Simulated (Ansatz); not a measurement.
A first try at a ranking of conformers of C₃H₅ClO, SMILES O=CCCCl, using Ansatz 0.2.0 through its Python package.

`conformers.py`:
```python
import ansatz as az
from rdkit import Chem
from rdkit.Chem import AllChem

config = {
    "xc": "b3lyp",
    "dispersion": "d4",
}

rd = Chem.AddHs(Chem.MolFromSmiles("O=CCCCl"))
ids = list(AllChem.EmbedMultipleConfs(rd, numConfs=20, randomSeed=890, pruneRmsThresh=0.4))
field = [energy for _, energy in AllChem.MMFFOptimizeMoleculeConfs(rd)]
distinct = {round(e, 2): i for i, e in zip(ids, field)}
chosen = sorted(distinct.items())[:4]
found = []
for force_field, index in chosen:
    c3h5clo = az.Crystal.molecule()
    for atom, xyz in zip(rd.GetAtoms(), rd.GetConformer(index).GetPositions()):
        c3h5clo = c3h5clo.atom(atom.GetSymbol(), xyz.round(5).tolist())
    base = (
        c3h5clo.calculation()
        .functional(config["xc"], dispersion=config["dispersion"])
    )
    found.append(base.run(threads=1, pin="off").report["free_energy_ev"])
print("conformer   MMFF (kcal/mol)   this level (eV)")
for (force_field, index), e in zip(chosen, found):
    print(f"{index:9d} {force_field - chosen[0][0]:17.2f} {(e - min(found)):17.3f}")
```

Running `python conformers.py` prints:
```text
Traceback (most recent call last):
  File "conformers.py", line 24, in <module>
    found.append(base.run(threads=1, pin="off").report["free_energy_ev"])
                 ~~~~~~~~^^^^^^^^^^^^^^^^^^^^^^
  ...
ansatz.RefusalError: crystal.periodic: [false, false, false] — plane waves serve no molecule in free space; run it in a periodic box (the manual's SCF settings, § Molecules in a box). Leave crystal.periodic out and type crystal.lattice, kpoints, scf.occupations.method, an open shell's moments and, for an ion, output.charged_corrections. Or set basis.gaussian
```
(Library frames cut from the traceback.)

Find the fault and give the corrected script.

The fault: no basis is stated. The change:

```diff
--- before
+++ after
@@ -5,2 +5,3 @@
 config = {
+    "basis": "def2-SVP",
     "xc": "b3lyp",
@@ -21,2 +22,3 @@
         c3h5clo.calculation()
+        .basis(gaussian=config["basis"])
         .functional(config["xc"], dispersion=config["dispersion"])
```

After the fix:

Output of `python conformers.py`:
```text
conformer   MMFF (kcal/mol)   this level (eV)
        1              0.00             0.000
        8              1.33             0.101
        7              2.22             0.029
        5              2.34             0.129
```

The conformers keep their force-field geometries. b3lyp holds the VWN-RPA fit, as in Gaussian; the form of ORCA and Turbomole is b3lyp5. The whole script took 12 s on 1 thread of Arm Neoverse V1, with other jobs on the host, peak memory 0.3 GiB.
